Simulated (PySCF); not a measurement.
Gas-phase reaction: AlCl2F + F → AlClF2 + Cl

Method: PySCF energies plus ideal-gas RRHO corrections (1 bar). 'Table' is the NASA 1993 thermochemical table (part measured, part estimated). † marks an energy on the PBE0/def2-TZVP geometry and frequencies; other levels use their own. MP2 and CCSD(T) freeze the core. 6-31G* has spherical d functions here. Open shells (unrestricted): F (multiplicity 2, electronic degeneracy 6), Cl (multiplicity 2, electronic degeneracy 6); the rest are closed-shell singlets. Spin-orbit splitting is ignored; it lowers the true energy and changes the entropy of F, Cl. B3LYP is the form with VWN-RPA correlation. MP2 isn't extrapolated to the basis-set limit; its ΔH°(298 K) is -165.8 kJ in def2-SVP and -172.5 kJ in def2-TZVPP. CCSD(T) isn't extrapolated to the basis-set limit; its ΔH°(298 K) is -150.3 kJ in def2-SVP and -159.6 kJ in def2-TZVPP. The harmonic model lacks anharmonicity and excited electronic states, which grow with temperature; levels with a mode under 35 cm⁻¹ are left out. The table's entry may be an old estimate for AlCl2F, AlClF2 (not checked at source).

```csv
level,"ΔH°(298 K), kJ",minus table,"ΔG°(1200 K), kJ"
table,-166.5,-,-156.6
B3LYP/6-31G*,-169.5,-3.0,-162.4
BLYP/def2-TZVP†,-177.7,-11.2,-171.0
CCSD(T)/def2-SVP†,-150.3,16.2,-143.6
CCSD(T)/def2-TZVPP†,-159.6,6.9,-152.9
MP2/def2-SVP†,-165.8,0.7,-159.1
PBE0/def2-SVP†,-138.1,28.4,-131.4
r2SCAN/def2-TZVP†,-150.8,15.7,-144.2
LDA/def2-TZVP†,-188.0,-21.5,-181.3
```
